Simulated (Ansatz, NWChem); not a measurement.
# HCN (hydrogen cyanide): a line through the functionals

HCN has 3 atoms, charge 0, and is taken as a singlet. As SMILES, `C#N`. Geometry: relaxed at PBE0-D4/def2-TZVP.

The vertical energy of the triplet above the singlet y, in eV, basis cc-pVTZ; a is the functional's share of exact exchange. Programs: Ansatz 0.2.0, NWChem 7.3.0.

| functional | program | a | y (eV) |
| --- | --- | --- | --- |
| BLYP | Ansatz | 0 | 6.91 |
| TPSS | NWChem | 0 | 6.71 |
| B3LYP | Ansatz | 0.2 | 6.75 |
| r2SCAN0 | Ansatz | 0.25 | ? |
| PBE0 | Ansatz | 0.25 | 6.62 |
| BHLYP | Ansatz | 0.5 | 6.44 |

Fit y = c + s·a to the known rows and predict r2SCAN0.


1. Means of the 5 rows: a = 0.1900, y = 6.686.
2. Σ(Δa)² = 0.172, Σ(Δa·Δy) = -0.1267, so the slope is -0.1267/0.172 = -0.73663.
3. Intercept: 6.686 − (-0.73663) × 0.1900 = 6.826. The largest residual of the fit is 0.12.
4. r2SCAN0: 6.826 + (-0.73663) × 0.25 = 6.64 eV.

The run gave 6.37 eV, so the prediction is off by +0.27 eV, more than the scatter of the fit. Exact exchange favours the state with more unpaired electrons. The rows mix families of semi-local functionals, which the line can't see.
